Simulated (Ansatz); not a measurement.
**BSiH₃ (triplet): the correlation ladder at distance B1–H4 along a hydrogen transfer = 1.757 Å, cc-pVTZ**

The task here is to estimate one member of a computed series from the others.

Computed with Ansatz 0.2.0, Gaussian basis. Level: cc-pVTZ, core rule «outside noble gas», up to 6 orbitals frozen.

Plan: UHF; CCSD(T) on ROHF; CCSD(T) on UHF; BCCD(T) on ROHF; CISD; CCSDT(Q) on ROHF; CCSDT(Q) on UHF; CASSCF and NEVPT2, 4 electrons in 4 orbitals.

1 further run of the same task is left out (for a known fault of the program).

### What is computed

The geometry derives from fragments relaxed apart (PBE0/def2-TZVP) and kept rigid, so it is no stationary point. A hydrogen atom is moved between rigid fragments.

5 atoms, charge 0, spin multiplicity 3.

Atoms are counted from 1 here; the program's logs count them from 0.

Bond lengths: B1–H2 1.193 Å, B1–H3 1.193 Å, H4–Si5 1.666 Å. Angles: H2–B1–H3 120.0°.

As a file:

| atom | x (Å) | y (Å) | z (Å) |
| --- | --- | --- | --- |
| B1 | -2.30687 | 0.00000 | 0.00000 |
| H2 | -2.90360 | 1.03357 | 0.00000 |
| H3 | -2.90360 | -1.03357 | 0.00000 |
| H4 | -0.54987 | 0.00000 | 0.00000 |
| Si5 | 1.11613 | 0.00000 | 0.00000 |

The first run:

in.yaml

```yaml
crystal:
  periodic: [false, false, false]
  atoms:
    - {symbol: B, position_ang: [-2.306869, 0.000000, 0.000000]}
    - {symbol: H, position_ang: [-2.903602, 1.033571, 0.000000]}
    - {symbol: H, position_ang: [-2.903602, -1.033571, 0.000000]}
    - {symbol: H, position_ang: [-0.549869, 0.000000, 0.000000]}
    - {symbol: Si, position_ang: [1.116131, 0.000000, 0.000000]}
basis:
  gaussian: {orbitals: cc-pVTZ}
magnetization: {spin_polarized: true, initial_magnetization: 2}
hamiltonian: {xc: hf}
output: {orbitals: {seedname: orbitals}}
```

The run is started by

```
$ ansatz run in.yaml --threads 1 --pin off --events-out ev --progress --plain --max-ram 4096MiB --backend cpu
```

Steps of the session up to this table: UHF; CCSD(T) on ROHF; CCSD(T) on UHF; BCCD(T) on ROHF; CISD; CCSDT(Q) on ROHF; CCSDT(Q) on UHF; CASSCF and NEVPT2, 4 electrons in 4 orbitals.

One table of the session follows, with a row left open; its other results are not shown here.

```
     method  from RCCSDT(Q) (meV)
       ROHF               +6620.5
        UHF               +6452.0
       RMP2               +1414.5
       UMP2               +1467.0
       CISD                +856.1
      RCCSD                +336.1
      UCCSD                +331.7
   RCCSD(T)                 +76.2
   UCCSD(T)                 +78.6
    BCCD(T)                     ?
     RCCSDT                 +15.5
     UCCSDT                 +13.7
  RCCSDT(Q)                     0
  UCCSDT(Q)                  -5.9
CASSCF pair               +5955.8
NEVPT2 pair               +1381.9
```

Estimate the missing values for BCCD(T).

As computed: from RCCSDT(Q) (meV): +78.5. In the column «from RCCSDT(Q) (meV)» it lies between RCCSD(T) (+76.2) and UCCSD(T) (+78.6).

Limits of these values: Restricted and unrestricted rows rest on different reference determinants; where their highest levels disagree by more than a few hundredths of an eV, they describe different states and don't form one ladder.
